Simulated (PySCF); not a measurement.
Stretching LiH

Set-up: Li def2-SVPD, H def2-SVPD; no relativity (PySCF 2.14). Energies in eV from Li + H in their ground configurations at the same level. State: ¹Σ⁺ (singlet), closed shell.

All columns are PBE0. A positive dipole means Li(−)H(+).

```
R (Å)  E (eV)  μ (D)  Mulliken charge on Li (basis-dependent)  HOMO (eV)  LUMO (eV)  Mayer bond order  ⟨S²⟩
1.374  -2.097  -5.39                                     0.38      -5.51      -0.91              0.90  0.00
1.438  -2.214  -5.50                                     0.39      -5.47      -0.95              0.89  0.00
1.502  -2.283  -5.60                                     0.40      -5.44      -0.99              0.88  0.00
1.550  -2.310  -5.69                                     0.40      -5.41      -1.03              0.87  0.00
1.598  -2.318  -5.78                                     0.41      -5.37      -1.06              0.87  0.00
1.646  -2.311  -5.87                                     0.41      -5.34      -1.09              0.87  0.00
1.710  -2.282  -5.99                                     0.40      -5.29      -1.14              0.87  0.00
1.790  -2.221  -6.14                                     0.39      -5.23      -1.20              0.87  0.00
1.886  -2.121  -6.33                                     0.38      -5.16      -1.28              0.87  0.00
2.014  -1.958  -6.59                                     0.36      -5.06      -1.38              0.88  0.00
```

A fit through these points gives, at Re = 1.599 Å, μ = -5.78 D and dμ/dR = -1.84 D/Å; the reduced mass is 0.8812 u.

Problem. How strong is the fundamental in the double-harmonic approximation, I = 42.26·(dμ/dR)²/μred km/mol?

Solution. I = 42.26·(-1.84)²/0.8812 = 162 km/mol at PBE0.
